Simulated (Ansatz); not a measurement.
**Multireference treatment of NCO, doublet**

Calculated in Ansatz's Gaussian-basis code. Basis cc-pVTZ, nonrelativistic, 3 orbitals frozen in the corrections. State-specific CASSCF; RHF is the lowest restricted (open-shell) Hartree–Fock solution met. Solutions may break the symmetry of the shape. The lowest solution met needn't be the lowest there is, nor hold the orbitals that a chemist would pick.

Geometry:

```xyz
3

N     0.0000    0.0000   -1.2719
C     0.0000    0.0000   -0.0422
O     0.0000    0.0000    1.1446
```

Task: What do CASSCF and its corrections give against RHF in CAS(7,6), and what are the occupations?

Result: CASSCF -2.354 eV, SC-NEVPT2 -14.578 eV; occupations 1.98, 1.95, 1.93, 1.01, 0.07, 0.06.

Task: Roughly how much CPU time does a whole run from the default start take (median of such runs, summed over threads; nearly all runs on one pinned thread of a shared server, mostly Xeon at 2.3 to 2.6 GHz, by a development driver)?

Result: CAS(7,6): about 19 s. Other jobs ran beside these, and the count of passes differs.
